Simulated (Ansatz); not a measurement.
# C₄H₈ (singlet): the correlation ladder, cc-pVDZ

How much of the correlation energy of C₄H₈ (singlet) does each wave-function method recover here?

Computed with Ansatz 0.2.0, Gaussian basis. Level: cc-pVDZ, core rule «outside noble gas», up to 4 orbitals frozen.

To be run: UHF; CCSD(T) on RHF; CISD; CCSDT(Q) on RHF; CASSCF and MRCISD+Q, 8 electrons in 8 orbitals; CASSCF and NEVPT2, 8 electrons in 8 orbitals.

19 further runs of the same task are left out: 2 that didn't finish, 17 set aside as unsound or not needed.

## 1. The geometry

The geometry is an MP2(full)/6-31G* stationary point (not a proven minimum).

12 atoms, charge 0, spin multiplicity 1.

Atoms are counted from 1 here; the program's logs count them from 0.

Bond lengths: C1–C2 1.339 Å, C1–H3 1.086 Å, C1–H4 1.086 Å, C2–C5 1.502 Å, C2–C9 1.502 Å, C5–H6 1.093 Å, C5–H7 1.096 Å, C5–H8 1.096 Å, C9–H10 1.093 Å, C9–H11 1.096 Å, C9–H12 1.096 Å. Angles: C2–C1–H3 121.6°, C2–C1–H4 121.6°, H3–C1–H4 116.7°, C1–C2–C5 122.1°, C1–C2–C9 122.1°, C5–C2–C9 115.8°, C2–C5–H6 111.6°, C2–C5–H7 110.8°, C2–C5–H8 110.8°, H6–C5–H7 108.3°, H6–C5–H8 108.3°, H7–C5–H8 106.9°, C2–C9–H10 111.6°, C2–C9–H11 110.8°, C2–C9–H12 110.8°, H10–C9–H11 108.3°, H10–C9–H12 108.3°, H11–C9–H12 106.9°.

## 2. UHF

The input, in.yaml:

```yaml
crystal:
  periodic: [false, false, false]
  atoms:
    - {symbol: C, position_ang: [0.000000, 0.000000, 1.435341]}
    - {symbol: C, position_ang: [0.000000, 0.000000, 0.096122]}
    - {symbol: H, position_ang: [0.000000, 0.924302, 2.004943]}
    - {symbol: H, position_ang: [0.000000, -0.924302, 2.004943]}
    - {symbol: C, position_ang: [0.000000, 1.272683, -0.702269]}
    - {symbol: H, position_ang: [0.000000, 2.153042, -0.055054]}
    - {symbol: H, position_ang: [0.880211, 1.323542, -1.353058]}
    - {symbol: H, position_ang: [-0.880211, 1.323542, -1.353058]}
    - {symbol: C, position_ang: [0.000000, -1.272683, -0.702269]}
    - {symbol: H, position_ang: [0.000000, -2.153042, -0.055054]}
    - {symbol: H, position_ang: [-0.880211, -1.323542, -1.353058]}
    - {symbol: H, position_ang: [0.880211, -1.323542, -1.353058]}
basis:
  gaussian: {orbitals: cc-pVDZ}
magnetization: {spin_polarized: true, initial_magnetization: 0}
hamiltonian: {xc: hf}
output: {orbitals: {seedname: orbitals}}
```

The run is started by

```sh
ansatz run in.yaml --threads 1 --pin off --events-out ev --progress --plain --max-ram 4160MiB --backend cpu
```

The runs that follow: CCSD(T) on RHF; CISD; CCSDT(Q) on RHF; CASSCF and MRCISD+Q, 8 electrons in 8 orbitals; CASSCF and NEVPT2, 8 electrons in 8 orbitals.

Q: Predict the results of all the runs planned. Wanted: RCCSDT(Q) below the RHF energy; RMP2 from RCCSDT(Q); RCCSD from RCCSDT(Q); RCCSD(T) from RCCSDT(Q); NEVPT2 frontier from RCCSDT(Q); MRCISD+Q frontier from RCCSDT(Q); T1 diagnostic.

**Answer**, as computed:

| quantity | value |
| --- | --- |
| RCCSDT(Q) below the RHF energy | -17.3733 eV |
| RMP2 from RCCSDT(Q) | +47.82 kcal/mol |
| RCCSD from RCCSDT(Q) | +13.85 kcal/mol |
| RCCSD(T) from RCCSDT(Q) | +1.37 kcal/mol |
| NEVPT2 frontier from RCCSDT(Q) | +52.86 kcal/mol |
| MRCISD+Q frontier from RCCSDT(Q) | +9.63 kcal/mol |
| levels within 1 kcal/mol (43 meV) | RCCSDT |
| T1 diagnostic | 0.009 |

In words: RCCSD(T) misses by +1.37 kcal/mol, 0.3 % of the correlation energy. Of the multireference levels listed MRCISD+Q frontier comes nearest in total energy (+9.63 kcal/mol), which doesn't show that its space is the better one. These misses are within one basis, not against nature.
